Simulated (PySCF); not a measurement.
**B2PLYP/STO-3G run of AlClO (SMILES [O]=[Al][Cl])**

Aim: the vertical singlet–triplet gap of AlClO at B2PLYP/STO-3G, from 2 runs. The job is set up through a Python script.

The calculation is run with PySCF 2.14.0.

7 further runs of the same task are left out: 7 set aside as unsound or not needed.

## 1. The molecule

The species is AlClO (3 atoms), meant as a singlet with charge 0. SMILES: `[O]=[Al][Cl]`. The shape comes from GFN2-xTB, which is rough for such elements, and wasn't checked as a minimum.

Bond lengths: O1–Al2 1.566 Å, Al2–Cl3 2.014 Å. Angles: O1–Al2–Cl3 180.0°.

## 2. The energy at B2PLYP/STO-3G

Contents of job.py:

```python
# [O]=[Al][Cl]
from pyscf import gto, dft, mp

molecule = gto.M(
    atom=[
    ('O', (0.107470, 1.694260, 0.245960)),
    ('Al', (0.009340, 0.147220, 0.021380)),
    ('Cl', (-0.116820, -1.841490, -0.267330)),
],
    max_memory=1860,
    verbose=4,
    basis='sto-3g',
)

ks = dft.RKS(molecule, xc='0.53*HF + 0.47*B88, 0.73*LYP')
ks.grids.level = 5
ks.conv_tol = 1e-10
ks.kernel()
if not ks.converged:
    ks = ks.newton().run(ks.mo_coeff, ks.mo_occ)

pt = mp.MP2(ks, frozen=11).run()
e_final = ks.e_tot + 0.27 * pt.e_corr
print('PT2 part  %.8f' % (0.27 * pt.e_corr))
print('E(%s) = %.9f' % ('B2PLYP', e_final))
```

Launch:

```
OMP_NUM_THREADS=1 python job.py
```

The program printed:

```text
PySCF version 2.14.0

[INPUT] num. atoms = 3
[INPUT] num. electrons = 38
[INPUT] charge = 0
[INPUT] spin (= nelec alpha-beta = 2S) = 0
[INPUT] symmetry False subgroup None
[INPUT] Mole.unit = angstrom
[INPUT] Symbol           X                Y                Z      unit          X                Y                Z       unit  Magmom
[INPUT]  1 O      0.107470000000   1.694260000000   0.245960000000 AA    0.203088866607   3.201687383806   0.464797037598 Bohr   0.0
[INPUT]  2 Al     0.009340000000   0.147220000000   0.021380000000 AA    0.017650042003   0.278205480058   0.040402344543 Bohr   0.0
[INPUT]  3 Cl    -0.116820000000  -1.841490000000  -0.267330000000 AA   -0.220757805872  -3.479911761125  -0.505180484880 Bohr   0.0

nuclear repulsion = 113.321164840881
number of shells = 13
number of NR pGTOs = 69
number of NR cGTOs = 23
basis = sto-3g
ecp = {}

[... 55 lines left out ...]
converged SCF energy = -768.467853070041
[... 1 line left out ...]
******** <class 'pyscf.mp.mp2.RMP2'> ********
nocc = 8, nmo = 12
frozen orbitals 11
E(RMP2) = -768.659829080853  E_corr = -0.191976010811478
E(SCS-RMP2) = -768.653264125513  E_corr = -0.185411055471612
E_corr(same-spin) = -0.0518771048101863
E_corr(oppo-spin) = -0.140098906001292
PT2 part  -0.05183352
E(B2PLYP) = -768.519686593
```

Wall time 2.9 s (1 thread of Arm Neoverse V1, shared host); peak memory 0.21 GiB.

## 3. The triplet

Contents of job.py:

```python
from pyscf import gto, dft, mp

system = gto.M(
    atom=[
    ('O', (0.107470, 1.694260, 0.245960)),
    ('Al', (0.009340, 0.147220, 0.021380)),
    ('Cl', (-0.116820, -1.841490, -0.267330)),
],
    verbose=4,
    spin=2,
    max_memory=1860,
    charge=0,
    basis='sto-3g',
)

ks = dft.UKS(system)
ks.xc = '0.53*HF + 0.47*B88, 0.73*LYP'
ks.grids.level = 5
ks.conv_tol = 1e-10
ks.kernel()
if not ks.converged:
    ks = ks.newton().run(ks.mo_coeff, ks.mo_occ)

pt = mp.MP2(ks, frozen=11).run()
etot = ks.e_tot + 0.27 * pt.e_corr
print('PT2 part  %.8f' % (0.27 * pt.e_corr))
print('E(%s) = %.9f' % ('B2PLYP', etot))
```

Launch:

```
OMP_NUM_THREADS=1 python job.py
```

The program printed:

```text
PySCF version 2.14.0

[INPUT] num. atoms = 3
[INPUT] num. electrons = 38
[INPUT] charge = 0
[INPUT] spin (= nelec alpha-beta = 2S) = 2
[INPUT] symmetry False subgroup None
[INPUT] Mole.unit = angstrom
[INPUT] Symbol           X                Y                Z      unit          X                Y                Z       unit  Magmom
[INPUT]  1 O      0.107470000000   1.694260000000   0.245960000000 AA    0.203088866607   3.201687383806   0.464797037598 Bohr   0.0
[INPUT]  2 Al     0.009340000000   0.147220000000   0.021380000000 AA    0.017650042003   0.278205480058   0.040402344543 Bohr   0.0
[INPUT]  3 Cl    -0.116820000000  -1.841490000000  -0.267330000000 AA   -0.220757805872  -3.479911761125  -0.505180484880 Bohr   0.0

nuclear repulsion = 113.321164840881
number of shells = 13
number of NR pGTOs = 69
number of NR cGTOs = 23
basis = sto-3g
ecp = {}

[... 35 lines left out ...]
WARN: beta  nocc = 18  HOMO -0.450208046693978 >= LUMO -0.450208027916885
[... 1 line left out ...]
WARN: HOMO -0.055963007746535 >= LUMO -0.450208027916885
[... 38 lines left out ...]
converged SCF energy = -768.363468416636  <S^2> = 2.0037946  2S+1 = 3.0025286
[... 1 line left out ...]
******** <class 'pyscf.mp.ump2.UMP2'> ********
nocc = (np.int64(9), np.int64(7)), nmo = (12, 12)
frozen orbitals 11
E(UMP2) = -768.421015216537  E_corr = -0.0575467999003672
E(SCS-UMP2) = -768.421218879869  E_corr = -0.0577504632326887
E_corr(same-spin) = -0.0130450345935599
E_corr(oppo-spin) = -0.0445017653068073
PT2 part  -0.01553764
E(B2PLYP) = -768.379006053
```

It took 4.5 s on 1 thread of Arm Neoverse V1, shared host; peak memory 0.22 GiB.

## 4. What came out

Level: B2PLYP/STO-3G, 11 core orbitals frozen.

| quantity | value |
| --- | --- |
| singlet: total energy | -768.51969 Eh |
| singlet: dipole moment (SCF part) | 0.06 D |
| singlet: HOMO energy (SCF part's orbitals) | -5.09 eV |
| singlet: LUMO energy (SCF part's orbitals) | 4.35 eV |
| singlet: HOMO–LUMO gap (SCF part's orbitals) | 9.45 eV |
| triplet: total energy | -768.37901 Eh |
| triplet: dipole moment (SCF part) | 2.69 D |
| triplet: HOMO energy (SCF part's orbitals) (highest over α and β) | -0.88 eV |
| triplet: LUMO energy (SCF part's orbitals) (lowest over α and β) | 2.26 eV |
| triplet: ⟨S²⟩ | 2.004 |
| vertical energy of the triplet above the singlet | 3.828 eV |

In words: At this shape the triplet lies 3.83 eV (88 kcal/mol) above the singlet. In a minimal basis such a difference can be off by several eV, whatever the method.
